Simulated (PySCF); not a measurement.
## Vertical excitation energies

Compound: naphthalene, C₁₀H₈.
Bonds: C1–C2 (aromatic), C2–C3 (aromatic), C3–C4 (aromatic), C4–C5 (aromatic), C5–C6 (aromatic), C6–C7 (aromatic), C7–C8 (aromatic), C8–C9 (aromatic), C9–C10 (aromatic), C1–C10 (aromatic), C4–C9 (aromatic). Hydrogens: H11 on C1; H12 on C2; H13 on C3; H14 on C5; H15 on C6; H16 on C7; H17 on C8; H18 on C10.

Level of theory: TDDFT wB97X-D/def2-SVPD, vertical, gas phase, core orbitals frozen in the response in PySCF. Isolated species at its PBE0-D3(BJ)/def2-SVP geometry, gas phase.

```csv
state,E (eV),ν̃ (cm⁻¹),f,|μ| (D),"main configurations (H = HOMO, L = LUMO)"
S1,4.61,37210,0.0000,0.03,"H→L+1 (49%), H-1→L (49%)"
S2,4.67,37670,0.072,2.02,H→L (93%)
S3,6.12,49400,1.360,7.65,"H→L+1 (48%), H-1→L (48%)"
S4,6.25,50420,0.0000,0.01,H→L+2 (98%)
S5,6.38,51500,0.255,3.24,H-1→L+1 (90%)
S6,6.47,52220,0.0000,0.01,"H-1→L+2 (54%), H-2→L+1 (36%)"
S7,6.59,53130,0.0000,0.00,H-2→L (98%)
S8,6.74,54360,0.0000,0.00,H→L+3 (89%)
S9,7.00,56450,0.0000,0.00,H-3→L (95%)
S10,7.21,58130,0.0000,0.00,H-5→L (94%)
```

Triplets (Tamm–Dancoff): T1 3.13 eV, H→L (89%); T2 4.19 eV, H-1→L (55%), H→L+1 (42%); T3 4.45 eV, H→L+1 (56%), H-1→L (42%); T4 4.47 eV, H→L+2 (50%), H-2→L (46%).

The lowest singlet lies at 4.61 eV (269 nm, ultraviolet) and is dark (f under 0.0005); its leading configuration is HOMO→LUMO+1 (49%). The most intense listed level is S3 at 6.12 eV (202 nm, f = 1.360), 1.51 eV above S1. Löwdin shares by element: HOMO carbon 55% or more (atoms not listed hold the other 45%); LUMO carbon 47% or more (atoms not listed hold the other 53%). Orbital energies (eV): HOMO-3 -11.31, HOMO-2 -10.17, HOMO-1 -8.81, HOMO -8.01, LUMO 0.40, LUMO+1 1.19, LUMO+2 2.28. Weighted by f, the mean energy of these states is 6.10 eV. The listed states span 2.59 eV, and the widest gap between neighbours is 1.45 eV (S2 to S3). All these states lie below the vertical ionisation energy of 8.08 eV (ΔSCF). Singlets were solved by full linear response, triplets in the Tamm–Dancoff approximation.

Time: 3.4 min wall. Hardware: one thread, Arm Neoverse V2, shared host.
